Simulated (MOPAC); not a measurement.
Job for MOPAC: AM1 on DMSO (SMILES CS(C)=O), a point of a torsion scan.

```
AM1 1SCF PRECISE CHARGE=0 THREADS=1
C2H6OS

C     -1.45822354 1    -0.05729705 1    -0.26950684 1
S      0.09580578 1    -0.38248449 1     0.68293655 1
C     -0.68335438 1    -1.60329609 1     1.83480153 1
O      0.95838919 1    -1.15904678 1    -0.20524672 1
H     -1.93025891 1    -0.99308881 1    -0.54610992 1
H     -1.18427293 1     0.49674363 1    -1.16084013 1
H     -2.11787800 1     0.53816124 1     0.35152524 1
H     -1.05584065 1    -2.44787253 1     1.26608132 1
H      0.08247821 1    -1.93874479 1     2.52637516 1
H     -1.48262950 1    -1.11017086 1     2.37536999 1
```

The log:

```
*******************************************************************************
 **                                                                           **
 **                              MOPAC v23.2.5                                **
 **                                                                           **
 *******************************************************************************
 ** MOPAC's Digital Object Identifier: https://doi.org/10.5281/zenodo.6511958 **
 **                                                                           **
 ** Please cite the open-source release paper for use of this MOPAC version:  **
 ** J. E. Moussa and J. J. P. Stewart (2026)                                  **
 ** MOPAC: An open-source semiempirical molecular orbital program             **
 ** J. Open Source Softw., 11(119), 8025, https://doi.org/10.21105/joss.08025 **
 *******************************************************************************

                              AM1 CALCULATION RESULTS

 *******************************************************************************
 *  AM1        - The AM1 Hamiltonian to be used
 *
 *
 *
 *                 CHARGE ON SYSTEM = 0
 *
 *
 *
 *  PRECISE    - TIGHTER CRITERIA TO BE USED
 *  1SCF       - DO 1 SCF AND THEN STOP
 *  THREADS=1  - MULTI-THREADING NOT USED
 *  T=         - A TIME OF 172800.0 SECONDS REQUESTED
 *  DUMP=N     - RESTART FILE WRITTEN EVERY 7200.0 SECONDS REQUESTED
 *******************************************************************************
AM1 1SCF PRECISE CHARGE=0 THREADS=1
 C2H6OS

   ATOM   CHEMICAL          X               Y               Z
  NUMBER   SYMBOL      (ANGSTROMS)     (ANGSTROMS)     (ANGSTROMS)

     1       C         -1.45822354  *  -0.05729705  *  -0.26950684  *
     2       S          0.09580578  *  -0.38248449  *   0.68293655  *
     3       C         -0.68335438  *  -1.60329609  *   1.83480153  *
     4       O          0.95838919  *  -1.15904678  *  -0.20524672  *
     5       H         -1.93025891  *  -0.99308881  *  -0.54610992  *
     6       H         -1.18427293  *   0.49674363  *  -1.16084013  *
     7       H         -2.11787800  *   0.53816124  *   0.35152524  *
     8       H         -1.05584065  *  -2.44787253  *   1.26608132  *
     9       H          0.08247821  *  -1.93874479  *   2.52637516  *
    10       H         -1.48262950  *  -1.11017086  *   2.37536999  *



          CARTESIAN COORDINATES

    NO.       ATOM           X           Y           Z

     1         C         -1.4582     -0.0573     -0.2695
     2         S          0.0958     -0.3825      0.6829
     3         C         -0.6834     -1.6033      1.8348
     4         O          0.9584     -1.1590     -0.2052
     5         H         -1.9303     -0.9931     -0.5461
     6         H         -1.1843      0.4967     -1.1608
     7         H         -2.1179      0.5382      0.3515
     8         H         -1.0558     -2.4479      1.2661
     9         H          0.0825     -1.9387      2.5264
    10         H         -1.4826     -1.1102      2.3754

  H: (AM1): M.J.S. DEWAR ET AL, J. AM. CHEM. SOC. 107 3902-3909 (1985)
  C: (AM1): M.J.S. DEWAR ET AL, J. AM. CHEM. SOC. 107 3902-3909 (1985)
  O: (AM1): M.J.S. DEWAR ET AL, J. AM. CHEM. SOC. 107 3902-3909 (1985)
  S: (AM1): M.J.S. DEWAR, Y-C YUAN, INORGANIC CHEMISTRY, 29, 3881:3890,  (1990)

           Empirical Formula: C2 H6 O S  =    10 atoms



      MOLECULAR POINT GROUP   :   Cs


      RHF CALCULATION, NO. OF DOUBLY OCCUPIED LEVELS = 13


 -------------------------------------------------------------------------------
 AM1 1SCF PRECISE CHARGE=0 THREADS=1
 C2H6OS



     1SCF WAS SPECIFIED, SO BFGS WAS NOT USED
     SCF FIELD WAS ACHIEVED


                              AM1 CALCULATION
                                                       MOPAC v23.2.5 Linux




          FINAL HEAT OF FORMATION =        -32.62908 KCAL/MOL =    -136.52006 KJ/MOL


          COSMO AREA              =        110.59 SQUARE ANGSTROMS
          COSMO VOLUME            =         97.49 CUBIC ANGSTROMS

          IONIZATION POTENTIAL    =          9.692053 EV
          HOMO LUMO ENERGIES (EV) =         -9.692  0.654
          NO. OF FILLED LEVELS    =         13
          MOLECULAR WEIGHT        =         78.1288         POINT GROUP:  Cs

          MOLECULAR DIMENSIONS (Angstroms)

            Atom       Atom       Distance
            H     9    H     6     4.59694
            O     4    H     7     3.31106
            H     8    S     2     2.00630


          SCF CALCULATIONS        =          1





   ATOM   CHEMICAL          X               Y               Z
  NUMBER   SYMBOL      (ANGSTROMS)     (ANGSTROMS)     (ANGSTROMS)

     1       C         -1.45822354  *  -0.05729705  *  -0.26950684  *
     2       S          0.09580578  *  -0.38248449  *   0.68293655  *
     3       C         -0.68335438  *  -1.60329609  *   1.83480153  *
     4       O          0.95838919  *  -1.15904678  *  -0.20524672  *
     5       H         -1.93025891  *  -0.99308881  *  -0.54610992  *
     6       H         -1.18427293  *   0.49674363  *  -1.16084013  *
     7       H         -2.11787800  *   0.53816124  *   0.35152524  *
     8       H         -1.05584065  *  -2.44787253  *   1.26608132  *
     9       H          0.08247821  *  -1.93874479  *   2.52637516  *
    10       H         -1.48262950  *  -1.11017086  *   2.37536999  *

                             CARTESIAN COORDINATES

   1    C       -1.458223540    -0.057297050    -0.269506840
   2    S        0.095805780    -0.382484490     0.682936550
   3    C       -0.683354380    -1.603296090     1.834801530
   4    O        0.958389190    -1.159046780    -0.205246720
   5    H       -1.930258910    -0.993088810    -0.546109920
   6    H       -1.184272930     0.496743630    -1.160840130
   7    H       -2.117878000     0.538161240     0.351525240
   8    H       -1.055840650    -2.447872530     1.266081320
   9    H        0.082478210    -1.938744790     2.526375160
  10    H       -1.482629500    -1.110170860     2.375369990


           Empirical Formula: C2 H6 O S  =    10 atoms



      MOLECULAR POINT GROUP   :   Cs


                  EIGENVALUES
 -35.65462 -30.75459 -29.02262 -18.36816 -15.84400 -15.73996 -15.47844 -13.99787
 -13.95059 -13.36749 -12.59904 -10.83210  -9.69205   0.65395   1.06687   2.79018
   4.03981   4.09148   4.15686   4.19561   4.79673   4.84064


              NET ATOMIC CHARGES AND DIPOLE CONTRIBUTIONS

  ATOM NO.   TYPE          CHARGE      No. of ELECS.   s-Pop       p-Pop
    1          C          -0.594466        4.5945     1.27335     3.32112
    2          S           1.284836        4.7152     1.73462     2.98054
    3          C          -0.595231        4.5952     1.27340     3.32183
    4          O          -0.763768        6.7638     1.94124     4.82253
    5          H           0.114798        0.8852     0.88520
    6          H           0.114246        0.8858     0.88575
    7          H           0.104882        0.8951     0.89512
    8          H           0.116301        0.8837     0.88370
    9          H           0.111860        0.8881     0.88814
   10          H           0.106543        0.8935     0.89346
 DIPOLE           X         Y         Z       TOTAL
 POINT-CHG.    -0.893     3.658     3.011     4.821
 HYBRID        -1.114    -1.602    -0.759     2.094
 SUM           -2.007     2.056     2.251     3.650


          ATOMIC ORBITAL ELECTRON POPULATIONS

     Atom    s        px        py        pz
    1  C   1.27335   1.14513   1.07547   1.10051
    2  S   1.73462   0.88692   1.10452   0.98911
    3  C   1.27340   1.08496   1.12167   1.11521
    4  O   1.94124   1.52543   1.69420   1.60290
    5  H   0.88520
    6  H   0.88575
    7  H   0.89512
    8  H   0.88370
    9  H   0.88814
   10  H   0.89346

 **********************
 *                    *
 * JOB ENDED NORMALLY *
 *                    *
 **********************




 == MOPAC DONE ==
```

The run finished.

Cost: about 0.04 core-seconds (a rough figure).
